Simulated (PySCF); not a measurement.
# One shape, several levels: BH5S (SMILES [BH3-][SH2+])

We compute a comparison of 6 runs (MP2/STO-3G, CCSDT(Q)/STO-3G, CCSDT/STO-3G, QCISD(T)/STO-3G, CISD/STO-3G, CCSD(T)/STO-3G) of BH5S. 

The calculation is run with PySCF 2.14.0.

3 further runs of the same task are left out: 3 set aside as unsound or not needed.

**1. The molecule**

BH5S: 7 atoms, total charge 0, spin state singlet. SMILES: `[BH3-][SH2+]`. The B1–H3 distance was set to 2.173 Å, away from the relaxed value. At this shape a bond of the SMILES string is far longer than usual.

Bond lengths: B1–S2 1.975 Å, B1–H4 1.203 Å, B1–H5 1.207 Å, S2–H6 1.346 Å, S2–H7 1.346 Å. Angles: B1–S2–H6 103.7°, B1–S2–H7 103.7°, S2–B1–H4 107.0°, S2–B1–H5 100.3°, H6–S2–H7 92.5°, H4–B1–H5 116.2°.

**2. The energy at MP2/STO-3G (run 1)**

Input file job.py:

```python
from pyscf import gto, scf, mp

molecule = gto.Mole()
molecule.atom = '''
B        0.352475      -0.859818      -0.562540
S        1.446675       0.579282       0.232660
H       -1.623200       0.036400      -0.431500
H        0.533675      -1.845918       0.101460
H        0.802675      -0.880418      -1.682740
H        1.164075       0.505482       1.546660
H        2.653475       0.007182       0.400660
'''
molecule.spin = 0
molecule.max_memory = 1860
molecule.basis = 'sto-3g'
molecule.verbose = 4
molecule.build()

myscf = scf.RHF(molecule)
myscf.conv_tol = 1e-10
myscf.kernel()
if not myscf.converged:
    myscf = myscf.newton().run(myscf.mo_coeff, myscf.mo_occ)

pt = mp.MP2(myscf, frozen=6).run()
e_final = pt.e_tot
print(f'total energy: {e_final:.8f} hartree')
```

On the command line:

```sh
$ OMP_NUM_THREADS=1 python job.py
```

Output:

```text
PySCF version 2.14.0

[... 59 lines left out ...]
converged SCF energy = -420.203420197921
[... 1 line left out ...]
******** <class 'pyscf.mp.mp2.RMP2'> ********
nocc = 7, nmo = 13
frozen orbitals 6
E(RMP2) = -420.313388818083  E_corr = -0.109968620161899
E(SCS-RMP2) = -420.330635761845  E_corr = -0.127215563924772
E_corr(same-spin) = -0.00547705415712371
E_corr(oppo-spin) = -0.104491566004776
total energy: -420.31338882 hartree
```

Run time: 1.1 s. Hardware: 1 thread of Arm Neoverse N1, shared host; peak memory 0.12 GiB.

**3. A single-point energy at CCSDT(Q)/STO-3G (run 2)**

Input file input.py:

```python
from pyscf import gto, cc

mol = gto.Mole()
mol.atom = '''
B    0.352475  -0.859818  -0.562540
S    1.446675   0.579282   0.232660
H   -1.623200   0.036400  -0.431500
H    0.533675  -1.845918   0.101460
H    0.802675  -0.880418  -1.682740
H    1.164075   0.505482   1.546660
H    2.653475   0.007182   0.400660
'''
mol.spin = 0
mol.basis = 'sto-3g'
mol.max_memory = 1860
mol.verbose = 3
mol.build()

calc0 = mol.RHF()
calc0.conv_tol = 1e-10
calc0.kernel()
if not calc0.converged:
    calc0 = calc0.newton().run(calc0.mo_coeff, calc0.mo_occ)

mycc = cc.CCSDT(calc0, frozen=6)
mycc.kernel()
e_bracket, e_q = mycc.ccsdt_q()
e_final = mycc.e_tot + e_q
print('E(%s) = %.9f' % ('CCSDT(Q)', e_final))
```

On the command line:

```sh
$ OMP_NUM_THREADS=1 python input.py
```

Output:

```text
converged SCF energy = -420.203420197921
_make_eris_incore_RCCSDT

WARN: A large `blksize` is being used, which may cause large memory consumption
      for storing contraction intermediates. If memory is sufficient, consider using
      `pyscf.cc.rccsdt_highm.RCCSDT` instead.

RCCSDT converged
E(RCCSDT) = -420.3743340255094   E_corr = -0.1709138275887827
E_corr(same-spin) = -0.00340026645511812
E_corr(oppo-spin) = -0.167513561133665
_make_eris_incore_RCCSDT
E(CCSDT(Q)) = -420.374150251
```

Run time: 2.8 s. Hardware: 1 thread of Arm Neoverse N1, shared host; peak memory 0.12 GiB.

Runs 3 to 5 aren't shown in full; the table further down has their settings and results.

**4. A single-point energy at CCSD(T)/STO-3G (run 6)**

Input file run.py:

```python
from pyscf import gto, cc

molecule = gto.M(
    atom=[
    ('B', (0.352475, -0.859818, -0.562540)),
    ('S', (1.446675, 0.579282, 0.232660)),
    ('H', (-1.623200, 0.036400, -0.431500)),
    ('H', (0.533675, -1.845918, 0.101460)),
    ('H', (0.802675, -0.880418, -1.682740)),
    ('H', (1.164075, 0.505482, 1.546660)),
    ('H', (2.653475, 0.007182, 0.400660)),
],
    basis='sto-3g',
    verbose=3,
    max_memory=1860,
)

hf = molecule.RHF()
hf.conv_tol = 1e-10
hf.kernel()
if not hf.converged:
    hf = hf.newton().run(hf.mo_coeff, hf.mo_occ)

mycc = cc.CCSD(hf, frozen=6)
mycc.kernel()
e_t = mycc.ccsd_t()
e_final = mycc.e_tot + e_t
print('E(%s) = %.9f' % ('CCSD(T)', e_final))
```

On the command line:

```sh
$ OMP_NUM_THREADS=1 python run.py
```

Output:

```text
converged SCF energy = -420.203420197921
E(CCSD) = -420.3719125941628  E_corr = -0.168492396242202
CCSD(T) correction = -0.00198261490231138
E(CCSD(T)) = -420.373895209
```

It took 1.2 s on 1 thread of Arm Neoverse N1, shared host; peak memory 0.12 GiB.

**5. All runs side by side**

| run | level | energy (Eh) | dipole moment (D) of the reference | HOMO energy (eV) | LUMO energy (eV) | wall time |
| --- | --- | --- | --- | --- | --- | --- |
| 1 | MP2/STO-3G | -420.313389 | 5.91 | -5.22 | 7.82 | 1.1 s |
| 2 | CCSDT(Q)/STO-3G | -420.374150 | 5.91 | -5.22 | 7.82 | 2.8 s |
| 3 | CCSDT/STO-3G | -420.374334 | 5.91 | -5.22 | 7.82 | 1.7 s |
| 4 | QCISD(T)/STO-3G | -420.374003 | 5.91 | -5.22 | 7.82 | 1.2 s |
| 5 | CISD/STO-3G | -420.355819 | 5.91 | -5.22 | 7.82 | 0.97 s |
| 6 | CCSD(T)/STO-3G | -420.373895 | 5.91 | -5.22 | 7.82 | 1.2 s |

**6. Outcome**

| quantity | value |
| --- | --- |
| run 6: total energy | -420.37390 Eh |
| run 6: dipole moment (Hartree–Fock density) | 5.91 D |
| run 6: HOMO energy (Hartree–Fock orbitals) | -5.22 eV |
| run 6: LUMO energy (Hartree–Fock orbitals) | 7.82 eV |
| run 6: HOMO–LUMO gap (Hartree–Fock orbitals) | 13.05 eV |
| run 6: correlation energy (6 core orbitals frozen) | -170.5 mEh |
| run 6: (T) correction | -1.98 mEh |
| run 6: T1 diagnostic | 0.022 |

**Reading.** In runs 1, 2, 3, 4, 5, 6 the basis is minimal, so the values are rough. All runs together took 9 s, the longest 2.8 s.
